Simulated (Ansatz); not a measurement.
Reaction (SMILES): NC=O + 3 [H][H] (H2) → C (CH4) + N (NH3) + O (H2O)
B3LYP-D3(BJ)/def2-TZVP geometries, fixed; electronic energies without zero-point terms.
Largest species:
```xyz
6

N     -1.0698     0.1943     0.1075
C      0.2724     0.3136    -0.0479
O      1.0507    -0.6113    -0.0819
H     -1.4767    -0.7220     0.2042
H     -1.6667     1.0020     0.1281
H      0.5920     1.3678    -0.1427
```

Effect of a fitting basis named in the input at MP2/cc-pVTZ with Ansatz (a program for electronic structure), against the last row, where the energy of full hydrogenation is -52.60 kcal/mol. Cores are frozen. Species with rotatable bonds are taken in one conformer. The default fits or decomposes integrals by the program's own choice; accuracy: high also tightens integrals, grids and stops.

```tsv
setting	largest shift of a total energy (mEh)	shift of the energy of full hydrogenation (kcal/mol)
fitting: def2-universal-jkfit and def2-SVP-RIFIT	-3.224	0.222
fitting: def2-universal-jkfit and cc-pVDZ-RIFIT	-2.076	-0.059
fitting: def2-universal-jkfit and cc-pVTZ-RIFIT	0.186	-0.024
fitting: def2-universal-jkfit and aug-cc-pVTZ-RIFIT	0.166	-0.033
fitting: def2-universal-jkfit and cc-pVQZ-RIFIT	0.157	-0.047
fitting: def2-universal-jkfit and aug-cc-pVQZ-RIFIT	0.144	-0.044
accuracy: high	-0.003	0.000
accuracy: medium (default)	0.000	0.000
```

Within 0.05 kcal/mol in the energy of full hydrogenation: fitting: def2-universal-jkfit and cc-pVTZ-RIFIT; fitting: def2-universal-jkfit and aug-cc-pVTZ-RIFIT; fitting: def2-universal-jkfit and cc-pVQZ-RIFIT; fitting: def2-universal-jkfit and aug-cc-pVQZ-RIFIT; accuracy: high. The largest shift is 3.224 mEh in a total energy and 0.222 kcal/mol in the difference.
